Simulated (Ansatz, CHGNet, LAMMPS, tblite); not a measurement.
**Diamond-structure Si, LA phonon frequency at L**

Reference value: 378 cm⁻¹ (measured, temperature not stated, not corrected to a static lattice; as tabulated in Giannozzi et al., Phys. Rev. B (1991)).

```
level (code)                      value (cm⁻¹)  cell (Å³/atom)  difference (%)
--------------------------------  ------------  --------------  --------------
COMB comb (LAMMPS)                         352           20.03            -6.9
Tersoff Si.tersoff.modc (LAMMPS)           445           20.05           +17.7
GFN1-xTB (tblite)                          290           21.99             -23
CHGNet 0.3.0 (CHGNet)                      299           20.36             -21
LDA (Ansatz)                               372           19.70            -1.6
PBE (Ansatz)                               370           20.46            -2.1
r²SCAN (Ansatz)                            384           20.17            +1.6
```

Nearest, and too close to rank with a margin of 3.0 % (twice that across the reference) picked here for doubts on the reference and the settings, and for temperature and zero-point motion: LDA (-1.6 %), r²SCAN (+1.6 %), PBE (-2.1 %). Farthest off: GFN1-xTB (-23 %). Within 5 %: LDA, PBE, r²SCAN.

The reference has no zero-point or thermal correction, while the calculations are for a static lattice, so the differences are not the levels' errors alone.  GFN1-xTB: the method was fitted mainly to molecules. GFN1-xTB: the run uses a supercell at the zone centre in place of a k mesh. Each level is taken at its own relaxed cell. Cutoffs differ between the levels. Ansatz's density-functional and Hartree–Fock values are scalar-relativistic unless marked +SOC, with PAW data made under PBE.

Empirical potentials (COMB comb, Tersoff Si.tersoff.modc) are fitted to chosen data, which need not cover the solid at hand: agreement can be built in, and what lay outside the fit can be far off. Machine-learned potentials (CHGNet 0.3.0) are trained on DFT data, which may include these solids.

Differences are worked out from the printed values.

Ansatz is an electronic-structure program.
